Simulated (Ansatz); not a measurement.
# BH3 (singlet): the correlation ladder at a displaced geometry (v2), cc-pVDZ

Aim: climb from Hartree-Fock through coupled cluster for BH3 (singlet) at one geometry and basis, and see what each rung misses.

Computed with Ansatz 0.2.0, Gaussian basis. Level: cc-pVDZ, core rule «outside noble gas», up to 1 orbitals frozen.

The runs, in order: UHF; CCSD(T) on RHF; BCCD(T) on RHF; CISD; CCSDT(Q) on RHF; CCSDTQ on RHF; Full CI.

21 further runs of the same task are left out: 5 for a known fault of the program, 8 that didn't finish, 8 set aside as unsound or not needed.

**1. What is computed**

The geometry is a PBE0/def2-TZVP stationary point (not a proven minimum) with its atoms shifted at random (size 0.100 Å).

4 atoms, charge 0, spin multiplicity 1.

Atoms are counted from 1 here; the program's logs count them from 0.

Bond lengths: B1–H2 1.029 Å, B1–H3 1.221 Å, B1–H4 1.266 Å. Angles: H2–B1–H3 123.6°, H2–B1–H4 119.0°, H3–B1–H4 117.4°.

Coordinates:

```mol
BH3
  3D, bonds by distance, orders not assigned

  4  3  0  0  0  0  0  0  0  0999 V2000
    0.0188    0.0069   -0.0027 B   0  0
    1.0473    0.0299    0.0087 H   0  0
   -0.6787    1.0091   -0.0021 H   0  0
   -0.5704   -1.1132    0.0221 H   0  0
  1  2  8  0
  1  3  8  0
  1  4  8  0
M  END
```

**2. UHF**

Input file in.yaml:

```yaml
crystal:
  periodic: [false, false, false]
  atoms:
    - {symbol: B, position_ang: [0.018816, 0.006921, -0.002669]}
    - {symbol: H, position_ang: [1.047319, 0.029851, 0.008667]}
    - {symbol: H, position_ang: [-0.678731, 1.009084, -0.002093]}
    - {symbol: H, position_ang: [-0.570411, -1.113167, 0.022054]}
basis:
  gaussian: {orbitals: cc-pVDZ}
magnetization: {spin_polarized: true, initial_magnetization: 0}
hamiltonian: {xc: hf}
output: {orbitals: {seedname: orbitals}}
```

The run is started by

```sh
$ ansatz run in.yaml --threads 1 --pin off --events-out ev --progress --plain --max-ram 2393MiB
```

Further steps of the session: CCSD(T) on RHF; BCCD(T) on RHF; CISD; CCSDT(Q) on RHF; CCSDTQ on RHF; Full CI.

Before running them: what should the planned runs give, taken together? Wanted: FCI below the RHF energy; RMP2 from FCI; RCCSD from FCI; RCCSD(T) from FCI; RCCSDT(Q) from FCI; T1 diagnostic; effectively unpaired electrons.

**Answer**, as computed:

| quantity | value |
| --- | --- |
| FCI below the RHF energy | -3.1993 eV |
| RMP2 from FCI | +703.9 meV |
| RCCSD from FCI | +50.8 meV |
| RCCSD(T) from FCI | +10.5 meV |
| RCCSDT(Q) from FCI | +0.2 meV |
| levels within 1 kcal/mol (43 meV) | RCCSD(T), BCCD(T), RCCSDT, RCCSDT(Q), RCCSDTQ |
| T1 diagnostic | 0.005 |
| effectively unpaired electrons | 0.03 |

What this shows: RCCSD(T) lands +10.5 meV from the yardstick (0.3 % of the correlation energy). One determinant dominates. These misses are within one basis, not against nature.
